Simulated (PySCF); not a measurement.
Argon: a sound run and one with changed settings

Sound run: Ar [Ar], Ar⁺ [Ne] 3s2 3p5. All numbers are calculated (PySCF 2.14, no relativity, point nucleus, in 6-31G* (4s3p1d, 18 functions)). In the sound run the correlated levels freeze [Ne]. The sound run starts from symmetry-adapted Hartree-Fock orbitals and uses a fine grid where one is needed.

Changed run: basis STO-3G. This setting is unsound on purpose.

```csv
species,method,sound run (hartree),changed run (hartree),converged
Ar,UHF,-526.77215,-521.22288,yes
Ar,B3LYP,-527.51331,-521.84571,yes
Ar,LDA,-525.88248,-520.19101,yes
Ar,MP2,-526.90713,-521.22288,yes
Ar⁺,UHF,-526.23345,-520.72694,yes
Ar⁺,B3LYP,-526.93306,-521.30825,yes
Ar⁺,LDA,-525.29566,-519.65111,yes
Ar⁺,MP2,-526.34332,-520.72694,yes
```

Ionisation energy of Ar:

| method | sound run (eV) | changed run (eV) |
| --- | --- | --- |
| UHF | 14.659 | 13.495 |
| B3LYP | 15.789 | 14.625 |
| LDA | 15.968 | 14.692 |
| MP2 | 15.342 | 13.495 |
| SCS-MP2 | 15.261 | 13.495 |

A minimal basis cannot let orbitals breathe on ionisation and holds almost no correlation.

For comparison, NIST gives 15.760 eV between the lowest levels.
